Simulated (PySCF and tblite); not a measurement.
Values are calculated unless marked as measured or tabulated.
C₄H₆O₂, numbered as in [O:1]=[C:2]([OH:3])[CH:4]1[CH2:5][CH2:6]1. Geometries PBE0-D3(BJ)/def2-SVP; weights from B3LYP-D3(BJ)/def2-TZVP (IEF-PCM, chloroform) energies and GFN2-xTB thermal corrections, with symmetry numbers and mirror pairs. Conformers within 3 kcal/mol (GFN2-xTB free energy) were kept, 6 at most. GIAO shieldings: WP04/pcSseg-1 (IEF-PCM, chloroform). Shifts are against TMS (¹H), TMS (¹³C) at the same level. (PySCF 2.14, tblite 0.8.)

Torsions listed: O1–C2–O3–H3, O3–C2–C4–C5.

```
conformer      shape  point group  mirror pair  ΔE(DFT)  Δ(G−E) at 200 K  δ C4 (ppm)
        1  0°, -148°           Cs           no     0.00             0.00        16.2
        2    0°, 33°           Cs           no     0.74             0.11        18.6
```

Energies in kcal/mol; the thermal term leaves out symmetry numbers and mirror images.

Task: Work out the weights at 200 K and the ¹³C shift of C4 under fast exchange.

Result: RT = 0.397 kcal/mol. Each conformer gets RT ln(σ/g), with σ the rotational symmetry number and g = 2 for a mirror pair: 1: σ = 1, g = 1, G = 0.00 + 0.00 + 0.00 = 0.00, 0.00 above the lowest, exp(−ΔG/RT) = 1.000; 2: σ = 1, g = 1, G = 0.74 + 0.11 + 0.00 = 0.85, 0.85 above the lowest, exp(−ΔG/RT) = 0.117. The sum is 1.117, so the weights are 89.5, 10.5 %. The averaged shift is 16.5 ppm. At 298.15 K it is 16.7 ppm. At 298.15 K the leading conformer alone gives 16.2 ppm and bare DFT energies give 16.8 ppm.
